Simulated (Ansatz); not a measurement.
## Rh

```xyz
1
Lattice="0.0000 1.9153 1.9153 1.9153 0.0000 1.9153 1.9153 1.9153 0.0000" Properties=species:S:1:pos:R:3 pbc="T T T"
Rh    0.0000    0.0000    0.0000
```

The structure comes from a relaxation in the same program, started in the fcc type, and has space group Fm-3m. Whether it is a known phase or the ground state wasn't checked.

Spin polarisation is left out, and whether a magnetic state lies lower isn't shown here.

All numbers below come from DFT, PBE, all-electron LAPW, scalar-relativistic (Ansatz 0.2.0).

Settings: a Γ-centred 16×16×16 k mesh, Fermi–Dirac smearing of 0.05 eV, basis error target 0.5 meV/atom, no spin polarisation.

| Quantity | Value |
| --- | --- |
| Band gap | none: with an odd electron count and no spin polarisation the bands can't all be full, a metal in this set-up (spin order or a larger cell could open a gap) |
| Density of states at the Fermi level (0.2 eV bin) | 1.34 states/eV per cell |
| Volume per atom | 14.05 Å³ |
| Pressure at this cell | -0.04 GPa |
